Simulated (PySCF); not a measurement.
Isomers of C3H4, one conformer each; single-point electronic energies without zero-point terms and without any empirical dispersion term.

All values: wB97X-D/pcSseg-2 (PySCF, non-relativistic), each on one gas-phase PBE0-D3(BJ)/def2-TZVP geometry that isn't relaxed in the solvent. The solvent is an IEF-PCM continuum (cavity from Bondi-type radii × 1.2). Only the electrostatic response of the medium enters.

```csv
isomer,"relative energy, gas (kcal/mol)",dipole (D)
`C=C=C`,0.0,0.00
`C#CC`,0.8,0.84
`C1=CC1`,22.3,0.49
```

Problem. How do the relative energies look in chloroform (ε = 4.711)?

Solution. 
```csv
isomer,"relative energy, solvent (kcal/mol)",E(solvent) − E(gas) (kcal/mol),dipole in solvent (D)
`C=C=C`,0.1,-1.5,0.00
`C#CC`,0.0,-2.4,1.05
`C1=CC1`,22.7,-1.2,0.58
```

`C#CC` becomes the lowest. `C#CC` gains most from the continuum, and it has the largest gas-phase dipole. The gains span 1.2 kcal/mol, the gas-phase energies 22.3 kcal/mol.
